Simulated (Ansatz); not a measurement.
**H3O− (triplet): wave-function methods side by side, aug-cc-pVTZ**

Aim: climb from Hartree-Fock through coupled cluster and multireference methods for H3O− (triplet) at one geometry and basis, and see what each rung misses.

Method: aug-cc-pVTZ, core rule «outside noble gas», up to 1 orbitals frozen; program: Ansatz 0.2.0, Gaussian basis.

To be run: UHF; CCSD(T) on ROHF; CCSD(T) on UHF; BCCD(T) on ROHF; CCSDT(Q) on ROHF; CCSDT(Q) on UHF; CASSCF and NEVPT2, 10 electrons in 7 orbitals.

5 further runs of the same task are left out: 1 for a known fault of the program, 4 set aside as unsound or not needed.

## 1. The geometry

The geometry is a PBE0/def2-TZVPD stationary point (not a proven minimum).

4 atoms, charge -1, spin multiplicity 3.

Atoms are counted from 1 here; the program's logs count them from 0.

Bond lengths: O1–H2 0.994 Å, O1–H3 1.048 Å, O1–H4 1.048 Å. Angles: H2–O1–H3 107.0°, H2–O1–H4 107.0°, H3–O1–H4 115.0°.

As a file:

```
O     0.0539   -0.0023    0.0000
H    -0.2773    0.9344    0.0000
H    -0.2892   -0.4486    0.8837
H    -0.2892   -0.4486   -0.8837
```

In the tables R marks a restricted open-shell determinant and U an unrestricted one; 'valence' is the active space of 10 electrons in 7 orbitals; energies count from the table's Hartree-Fock row.

## 2. UHF

The input, in.yaml:

```yaml
crystal:
  periodic: [false, false, false]
  atoms:
    - {symbol: O, position_ang: [0.053909, -0.002347, 0.000000]}
    - {symbol: H, position_ang: [-0.277338, 0.934360, 0.000002]}
    - {symbol: H, position_ang: [-0.289188, -0.448554, 0.883737]}
    - {symbol: H, position_ang: [-0.289189, -0.448551, -0.883738]}
basis:
  gaussian: {orbitals: aug-cc-pVTZ}
total_charge: -1
magnetization: {spin_polarized: true, initial_magnetization: 2}
hamiltonian: {xc: hf}
output: {orbitals: {seedname: orbitals}}
```

Launch:

```console
> ansatz run in.yaml --threads 1 --pin off --events-out ev --progress --plain --max-ram 2816MiB --backend cpu
```

The program printed:

```text
Functional definition: HF
  name "HF"
  cite "Fock, Z. Phys. 61, 126 (1930) doi:10.1007/BF01340294"
  parent pbe
  exchange = exact_x
  correlation = 0
463 factors; their error is unknown
mean field evaluation 1: about -2075.3877 eV, gradient 3.3e1 eV
mean field evaluation 2: about -2079.2996 eV, gradient 2.6e1 eV
mean field evaluation 4: about -2081.3309 eV, gradient 1.3e0 eV
mean field evaluation 8: about -2081.3743 eV, gradient 6.9e-2 eV
mean field evaluation 16: about -2081.3801 eV, gradient 7.0e-5 eV
mean field evaluation 32: about -2081.2280 eV, gradient 1.6e0 eV
mean field evaluation 64: about -2080.8571 eV, gradient 2.0e0 eV
mean field evaluation 96: about -2078.3944 eV, gradient 3.1e0 eV
a density is far from that of the atoms, so the factors are made again for it
665 factors; integrals over basis functions are off by at most 9.5e-4 eV
mean field evaluation 128: about -2081.4122 eV, gradient 2.6e-1 eV
mean field -2081.38056260 eV, -76.4893248650 hartree, gradient 4.2e-6 eV, S^2 2.000907; 0 other end points of the search recorded, 0 dependent functions left out
reference -2081.38056260 eV, -76.4893248650 hartree; 7, 5 occupied and 108, 110 virtual orbitals, 665 factors
Total energy: -2081.38056260 eV, -76.4893248650 hartree
```

Run time: 3 s. Hardware: 1 thread of AMD EPYC 7R13, shared host.

From the report: ⟨S²⟩ of the determinant 2.001 (pure triplet: 2.00).

## 3. CCSD(T) on ROHF

Changes to in.yaml since step 2:

```diff
@@ -10,4 +10,4 @@
 total_charge: -1
-magnetization: {spin_polarized: true, initial_magnetization: 2}
-hamiltonian: {xc: hf}
-output: {orbitals: {seedname: orbitals}}
+magnetization: {spin_polarized: false, initial_magnetization: 2}
+correlation: {method: ccsd_t, electrons: outside_noble_gas}
+output: {forces: true}
```

Launch:

```console
> ansatz run in.yaml --threads 2 --pin off --events-out ev --progress --plain --max-ram 16896MiB --backend cuda --devices 0, --max-vram 18GiB
```

The program printed, cut to the lines that bear on the results:

```text
Functional definition: HF
  name "HF"
  cite "Fock, Z. Phys. 61, 126 (1930) doi:10.1007/BF01340294"
  parent pbe
[...]
656 factors; integrals over basis functions are off by at most 9.5e-4 eV
[...]
a density is far from that of the atoms, so the factors are made again for it
665 factors; integrals over basis functions are off by at most 9.5e-4 eV
[...]
mean field -2081.36953781 eV, -76.4889197116 hartree, gradient 6.1e-6 eV, S^2 2.000000; 17 other end points of the search recorded, 0 dependent functions left out
[...]
determinant -2081.36953781 eV, -76.4889197116 hartree, with singles and doubles -2089.39622345 eV, -76.7838949680 hartree
determinant -2081.24981584 eV, -76.4845200104 hartree, with singles and doubles -2089.28410944 eV, -76.7797748543 hartree
determinant -2079.84081040 eV, -76.4327400156 hartree, with singles and doubles -2088.04804593 eV, -76.7343503580 hartree
[...]
1 core orbitals not correlated: weight in the atoms' cores, before any rotation towards them, 1.000 or more for the frozen orbitals, at most 0.000 for the correlated occupied ones
reference -2081.36953781 eV, -76.4889197116 hartree; 6, 4 occupied and 108, 110 virtual orbitals, 665 factors
second order -7.74949724 eV of doubles, -0.00696170 eV of singles
cycle   1  -7.97580383 eV  change   -2.0e-6 eV  update   3.3e-6
[...]
cycle   6  -7.97580316 eV  change   -3.5e-8 eV  update   4.7e-8
perturbative correction -0.27858310 eV, -0.0102377399 hartree
[...]
Total energy: -2089.62392406 eV, -76.7922628113 hartree
Atom 0 at     0.053909    -0.002347     0.000000 Å, force    -0.073438    -0.325572    -0.000000 eV/Å
Atom 1 at    -0.277338     0.934360     0.000002 Å, force    -0.057394    -0.036818    -0.000000 eV/Å
Atom 2 at    -0.289188    -0.448554     0.883737 Å, force     0.065416     0.181195    -0.485005 eV/Å
Atom 3 at    -0.289189    -0.448551    -0.883738 Å, force     0.065416     0.181195     0.485005 eV/Å
Dipole moment:     0.407465     0.571819    -0.000000 e Å
```

Run time: 17 s. Hardware: 1 × H100 (card shared with other runs) with 2 threads of AMD EPYC 7R13, shared host; peak host memory 1 GiB.

From the report: correlation -8.2544 eV; T1 0.026; largest double amplitude 0.05.

## 4. CCSD(T) on UHF

Changes to in.yaml since step 3:

```diff
@@ -10,3 +10,3 @@
 total_charge: -1
-magnetization: {spin_polarized: false, initial_magnetization: 2}
+magnetization: {spin_polarized: true, initial_magnetization: 2}
 correlation: {method: ccsd_t, electrons: outside_noble_gas}
```

Launched as before.

The program printed, cut to the lines that bear on the results:

```text
Functional definition: HF
  name "HF"
  cite "Fock, Z. Phys. 61, 126 (1930) doi:10.1007/BF01340294"
  parent pbe
[...]
656 factors; integrals over basis functions are off by at most 9.5e-4 eV
[...]
a density is far from that of the atoms, so the factors are made again for it
665 factors; integrals over basis functions are off by at most 9.5e-4 eV
[...]
mean field -2081.38056260 eV, -76.4893248650 hartree, gradient 5.7e-6 eV, S^2 2.000907; 15 other end points of the search recorded, 0 dependent functions left out
determinant -2081.38056260 eV, -76.4893248650 hartree, with singles and doubles -2089.39505604 eV, -76.7838520666 hartree
determinant -2081.26347148 eV, -76.4850218460 hartree, with singles and doubles -2089.28345651 eV, -76.7797508595 hartree
determinant -2079.87999206 eV, -76.4341799149 hartree, with singles and doubles -2088.05168838 eV, -76.7344842156 hartree
[...]
1 core orbitals not correlated: weight in the atoms' cores, before any rotation towards them, 1.000 or more for the frozen orbitals, at most 0.000 for the correlated occupied ones
reference -2081.38056260 eV, -76.4893248650 hartree; 6, 4 occupied and 108, 110 virtual orbitals, 665 factors
second order -7.74838671 eV of doubles, -0.00000000 eV of singles
cycle   1  -7.96519032 eV  change   -2.5e-6 eV  update   3.3e-6
[...]
cycle   6  -7.96518976 eV  change   -1.8e-8 eV  update   4.9e-8
perturbative correction -0.27835563 eV, -0.0102293806 hartree
[...]
Total energy: -2089.62410798 eV, -76.7922695701 hartree
Atom 0 at     0.053909    -0.002347     0.000000 Å, force    -0.073121    -0.326164    -0.000000 eV/Å
Atom 1 at    -0.277338     0.934360     0.000002 Å, force    -0.057636    -0.035972    -0.000000 eV/Å
Atom 2 at    -0.289188    -0.448554     0.883737 Å, force     0.065379     0.181068    -0.484809 eV/Å
Atom 3 at    -0.289189    -0.448551    -0.883738 Å, force     0.065379     0.181068     0.484809 eV/Å
Dipole moment:     0.407472     0.571790    -0.000000 e Å
```

It took 14 s on 1 × H100 (card shared with other runs) with 2 threads of AMD EPYC 7R13, shared host; peak host memory 1 GiB.

From the report: ⟨S²⟩ of the determinant 2.001 (pure triplet: 2.00); correlation -8.2435 eV; T1 0.024; largest double amplitude 0.05.

## 5. BCCD(T) on ROHF

Changes to in.yaml since step 4:

```diff
@@ -10,4 +10,3 @@
 total_charge: -1
-magnetization: {spin_polarized: true, initial_magnetization: 2}
-correlation: {method: ccsd_t, electrons: outside_noble_gas}
-output: {forces: true}
+magnetization: {spin_polarized: false, initial_magnetization: 2}
+correlation: {method: bccd_t, electrons: outside_noble_gas}
```

Same command.

The program printed, cut to the lines that bear on the results:

```text
Functional definition: HF
  name "HF"
  cite "Fock, Z. Phys. 61, 126 (1930) doi:10.1007/BF01340294"
  parent pbe
[...]
656 factors; integrals over basis functions are off by at most 9.5e-4 eV
[...]
a density is far from that of the atoms, so the factors are made again for it
665 factors; integrals over basis functions are off by at most 9.5e-4 eV
[...]
mean field -2081.36953781 eV, -76.4889197116 hartree, gradient 6.1e-6 eV, S^2 2.000000; 17 other end points of the search recorded, 0 dependent functions left out
[...]
determinant -2081.36953781 eV, -76.4889197116 hartree, with singles and doubles -2089.39622345 eV, -76.7838949680 hartree
determinant -2081.24981584 eV, -76.4845200104 hartree, with singles and doubles -2089.28410944 eV, -76.7797748543 hartree
determinant -2079.84081040 eV, -76.4327400156 hartree, with singles and doubles -2088.04804593 eV, -76.7343503580 hartree
[...]
determinant -2078.02409515 eV, -76.3659769615 hartree, with singles and doubles -2086.00331223 eV, -76.6592077805 hartree
determinant -2078.01339536 eV, -76.3655837513 hartree, with singles and doubles -2086.02216706 eV, -76.6599006827 hartree
determinant -2081.36953781 eV, -76.4889197116 hartree, with singles and doubles -2089.34533960 eV, -76.7820250210 hartree
determinant -2081.24981584 eV, -76.4845200104 hartree, with singles and doubles -2089.23466321 eV, -76.7779577388 hartree
1 core orbitals not correlated: weight in the atoms' cores, before any rotation towards them, 1.000 or more for the frozen orbitals, at most 0.000 for the correlated occupied ones
reference -2081.36953781 eV, -76.4889197116 hartree; 6, 4 occupied and 108, 110 virtual orbitals, 665 factors
second order -7.74949724 eV of doubles, -0.00696170 eV of singles
cycle   1  -7.96290403 eV  change    1.3e-2 eV  update   6.1e-3
[...]
cycle   8  -7.96368947 eV  change    4.6e-7 eV  update   8.4e-6
perturbative correction -0.29270894 eV, -0.0107568552 hartree
Total energy: -2089.62593622 eV, -76.7923367568 hartree
```

It took 27 s on 1 × H100 (card shared with other runs) with 2 threads of AMD EPYC 7R13, shared host; peak host memory 0.85 GiB.

From the report: correlation -8.2564 eV; largest double amplitude 0.05.

## 6. CCSDT(Q) on ROHF

Changes to in.yaml since step 5:

```diff
@@ -11,2 +11,2 @@
 magnetization: {spin_polarized: false, initial_magnetization: 2}
-correlation: {method: bccd_t, electrons: outside_noble_gas}
+correlation: {method: ccsdt_q, electrons: outside_noble_gas}
```

Same command.

The program printed, cut to the lines that bear on the results:

```text
Functional definition: HF
  name "HF"
  cite "Fock, Z. Phys. 61, 126 (1930) doi:10.1007/BF01340294"
  parent pbe
[...]
1369 factors; integrals over basis functions are off by at most 2.2e-7 eV
[...]
mean field -2081.36954548 eV, -76.4889199935 hartree, gradient 4.9e-6 eV, S^2 2.000000; 16 other end points of the search recorded, 0 dependent functions left out
[...]
determinant -2081.36954548 eV, -76.4889199935 hartree, with singles and doubles -2089.39624717 eV, -76.7838958400 hartree
determinant -2081.25003558 eV, -76.4845280857 hartree, with singles and doubles -2089.28421897 eV, -76.7797788795 hartree
determinant -2079.84081367 eV, -76.4327401355 hartree, with singles and doubles -2088.04883447 eV, -76.7343793365 hartree
determinant -2079.46564951 eV, -76.4189531069 hartree, with singles and doubles -2087.34864315 eV, -76.7086477799 hartree
[...]
determinant -2078.02426007 eV, -76.3659830220 hartree, with singles and doubles -2086.00304197 eV, -76.6591978489 hartree
determinant -2078.01407145 eV, -76.3656085972 hartree, with singles and doubles -2086.02265041 eV, -76.6599184455 hartree
determinant -2081.36954548 eV, -76.4889199935 hartree, with singles and doubles -2089.34534956 eV, -76.7820253874 hartree
determinant -2081.25003558 eV, -76.4845280857 hartree, with singles and doubles -2089.23476646 eV, -76.7779615330 hartree
1 core orbitals not correlated: weight in the atoms' cores, before any rotation towards them, 1.000 or more for the frozen orbitals, at most 0.000 for the correlated occupied ones
reference -2081.36954548 eV, -76.4889199935 hartree; 6, 4 occupied and 108, 110 virtual orbitals, 1369 factors
second order -7.74951566 eV of doubles, -0.00696167 eV of singles
cycle   1  -7.74175149 eV  change    1.5e-2 eV  update   7.8e-2
[...]
cycle  15  -8.25988358 eV  change    7.0e-7 eV  update   9.8e-7
perturbative correction -0.01444141 eV, -0.0005307119 hartree
Total energy: -2089.64387047 eV, -76.7929958282 hartree
```

Wall time 43 s (1 × H100 (card shared with other runs) with 2 threads of AMD EPYC 7R13, shared host); peak host memory 1.4 GiB.

From the report: correlation -8.2743 eV; T1 0.026; largest double amplitude 0.06.

## 7. CCSDT(Q) on UHF

Changes to in.yaml since step 6:

```diff
@@ -10,3 +10,3 @@
 total_charge: -1
-magnetization: {spin_polarized: false, initial_magnetization: 2}
+magnetization: {spin_polarized: true, initial_magnetization: 2}
 correlation: {method: ccsdt_q, electrons: outside_noble_gas}
```

The command is unchanged.

The program printed, cut to the lines that bear on the results:

```text
Functional definition: HF
  name "HF"
  cite "Fock, Z. Phys. 61, 126 (1930) doi:10.1007/BF01340294"
  parent pbe
[...]
1369 factors; integrals over basis functions are off by at most 2.2e-7 eV
[...]
mean field -2081.38057021 eV, -76.4893251446 hartree, gradient 1.9e-6 eV, S^2 2.000907; 15 other end points of the search recorded, 0 dependent functions left out
determinant -2081.38057021 eV, -76.4893251446 hartree, with singles and doubles -2089.39508000 eV, -76.7838529471 hartree
determinant -2081.26368642 eV, -76.4850297448 hartree, with singles and doubles -2089.28356590 eV, -76.7797548794 hartree
determinant -2079.87999534 eV, -76.4341800354 hartree, with singles and doubles -2088.05095175 eV, -76.7344571449 hartree
determinant -2079.47133832 eV, -76.4191621670 hartree, with singles and doubles -2087.34983378 eV, -76.7086915350 hartree
[...]
determinant -2078.03231096 eV, -76.3662788868 hartree, with singles and doubles -2086.00405970 eV, -76.6592352496 hartree
determinant -2078.02636383 eV, -76.3660603337 hartree, with singles and doubles -2086.02585523 eV, -76.6600362207 hartree
determinant -2081.38057021 eV, -76.4893251446 hartree, with singles and doubles -2089.34576009 eV, -76.7820404740 hartree
determinant -2081.26368642 eV, -76.4850297448 hartree, with singles and doubles -2089.23540593 eV, -76.7779850333 hartree
1 core orbitals not correlated: weight in the atoms' cores, before any rotation towards them, 1.000 or more for the frozen orbitals, at most 0.000 for the correlated occupied ones
reference -2081.38057021 eV, -76.4893251446 hartree; 6, 4 occupied and 108, 110 virtual orbitals, 1369 factors
second order -7.74840508 eV of doubles, -0.00000000 eV of singles
cycle   1  -7.73466838 eV  change    1.4e-2 eV  update   7.7e-2
[...]
cycle  15  -8.24888532 eV  change    7.8e-7 eV  update   9.6e-7
perturbative correction -0.01485939 eV, -0.0005460726 hartree
Total energy: -2089.64431492 eV, -76.7930121614 hartree
```

Run time: 41 s. Hardware: 1 × H100 (card shared with other runs) with 2 threads of AMD EPYC 7R13, shared host; peak host memory 1.2 GiB.

From the report: ⟨S²⟩ of the determinant 2.001 (pure triplet: 2.00); correlation -8.2637 eV; T1 0.025; largest double amplitude 0.06.

## 8. CASSCF and NEVPT2, 10 electrons in 7 orbitals

Changes to in.yaml since step 7:

```diff
@@ -10,3 +10,3 @@
 total_charge: -1
-magnetization: {spin_polarized: true, initial_magnetization: 2}
-correlation: {method: ccsdt_q, electrons: outside_noble_gas}
+magnetization: {spin_polarized: false, initial_magnetization: 2}
+correlation: {method: sc_nevpt2, electrons: outside_noble_gas, active_space: {window: {electrons: 10, orbitals: 7}, shells: [{species: H, l: s, shell: 1}, {species: O, l: s, shell: 2}, {species: O, l: p, shell: 2}]}}
```

The command is unchanged.

The program printed, cut to the lines that bear on the results:

```text
Functional definition: HF
  name "HF"
  cite "Fock, Z. Phys. 61, 126 (1930) doi:10.1007/BF01340294"
  parent pbe
[...]
1369 factors; integrals over basis functions are off by at most 2.2e-7 eV
[...]
mean field -2081.36954548 eV, -76.4889199935 hartree, gradient 4.9e-6 eV, S^2 2.000000; 10 other end points of the search recorded, 0 dependent functions left out
reference -2081.36954548 eV, -76.4889199935 hartree; 7, 5 occupied and 108, 110 virtual orbitals, 1369 factors
state -2081.96884551 eV, -76.5109438632 hartree
state -2081.96884551 eV, -76.5109438632 hartree; corrected -2088.34356623 eV, -76.7452105289 hartree
Total energy: -2088.34356623 eV, -76.7452105289 hartree
Checks for a lower state left out: starts, orbital_swaps
```

Run time: 5.5 s. Hardware: 1 × H100 (card shared with other runs) with 2 threads of AMD EPYC 7R13, shared host; peak host memory 0.85 GiB.

From the report: 220 determinants; active occupations 2.00, 2.00, 2.00, 1.98, 1.00, 1.00, 0.02.

## 9. Natural occupations

Natural occupations of the CASSCF valence state about the gap (report; correlated orbitals 2 to 7): 2.000, 1.999, 1.981, 1.001, 1.000, 0.019. The count of effectively unpaired electrons, Σ n²(2 − n)², is 2.00; a single determinant of this spin has 2.

## 10. Misses and costs

The yardstick is UCCSDT(Q), where the cluster series has nearly closed. Rows without a time come out of other runs: HF, MP2 and CCSD of CCSD(T), CCSDT of CCSDT(Q), CASSCF and MRCISD of the multireference runs. The times of RCCSD(T), UCCSD(T) include forces.

Differences are taken before rounding.

```tsv
method	energy from the lowest RHF (meV)	from UCCSDT(Q) (meV)	time
RHF	0.0	+8274.8	
UHF	-11.0	+8263.8	
RMP2	-7756.5	+518.3	
UMP2	-7759.4	+515.4	
RCCSD	-7975.8	+299.0	
UCCSD	-7976.2	+298.6	
RCCSD(T)	-8254.4	+20.4	17 s
UCCSD(T)	-8254.6	+20.2	14 s
BCCD(T)	-8256.4	+18.4	27 s
RCCSDT	-8259.9	+14.9	
UCCSDT	-8259.9	+14.9	
RCCSDT(Q)	-8274.3	+0.4	43 s
UCCSDT(Q)	-8274.8	0	41 s
CASSCF valence	-599.3	+7675.5	
NEVPT2 valence	-6974.0	+1300.7	5.5 s
```

Among the levels timed on like hardware and quicker than the yardstick, those that no quicker one beats, quickest first: NEVPT2 valence (5.5 s, +1300.7 meV); UCCSD(T) (14 s, +20.2 meV); BCCD(T) (27 s, +18.4 meV).

## 11. Summary of results

```
                         quantity                                                   value
   UCCSDT(Q) below the RHF energy                                              -8.2748 eV
              RMP2 from UCCSDT(Q)                                              +518.3 meV
              UMP2 from UCCSDT(Q)                                              +515.4 meV
             RCCSD from UCCSDT(Q)                                              +299.0 meV
          RCCSD(T) from UCCSDT(Q)                                               +20.4 meV
          UCCSD(T) from UCCSDT(Q)                                               +20.2 meV
         RCCSDT(Q) from UCCSDT(Q)                                                +0.4 meV
    NEVPT2 valence from UCCSDT(Q)                                             +1300.7 meV
levels within 1 kcal/mol (43 meV)  RCCSD(T), UCCSD(T), BCCD(T), RCCSDT, UCCSDT, RCCSDT(Q)
                    T1 diagnostic                                                   0.026
   effectively unpaired electrons                                                    2.00
```

What this shows: RCCSD(T) misses by +20.4 meV, 0.2 % of the correlation energy. One determinant dominates. These misses are within one basis, not against nature; the frozen cores of restricted and unrestricted runs differ, which can shift their rows. The highest orbital lies above zero: the basis alone holds the extra electron.

For cost: BCCD(T) gets within 18.4 meV in 27 s, where UCCSDT(Q) took 41 s; the quickest level in the cost chart, NEVPT2 valence, takes 5.5 s and misses by 1300.7 meV.
